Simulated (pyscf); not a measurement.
This saddle point was located with ωB97X-D3(BJ)/def2-SVP in PySCF.

```
Al
N 1 1.7833
H 2 1.0137 1 124.85
H 2 1.0139 3 109.84 1 176.16
H 1 1.5726 2 130.76 3 -107.47
H 1 1.6809 5 112.28 2 -175.93
H 6 1.0637 1 75.63 5 90.17
H 6 1.0988 7 149.89 1 2.84
```
Charge 0, spin multiplicity 1.

Surface: singlet, charge 0. Lowest wavenumbers (cm⁻¹): 1344i, 43, 257, 406, 494.

Name the species on either side of this saddle.

H₂N–AlH₂ (SMILES [NH2][AlH2]) + H₂ (SMILES [H][H]) <-> H₂N–AlH₂ (SMILES [NH2][AlH2]) + H₂ (SMILES [H][H]), a four-centre exchange read from left to right: Al–H, H–H broken and Al–H, H–H formed. At ωB97M-D3(BJ)/def2-TZVP it lies +123.4 kJ/mol from the left side and +123.4 kJ/mol from the right (each side as separated species at their lowest minima found). At the saddle there is also a short Al–H contact that neither side keeps. The same reactants have a lower exit, to NH₃ + AlH₃ (barrier +86.7 kJ/mol at ωB97M-D3(BJ)/def2-TZVP, against +123.4 kJ/mol here). This is the saddle that the search found; another between the same sides may lie lower.
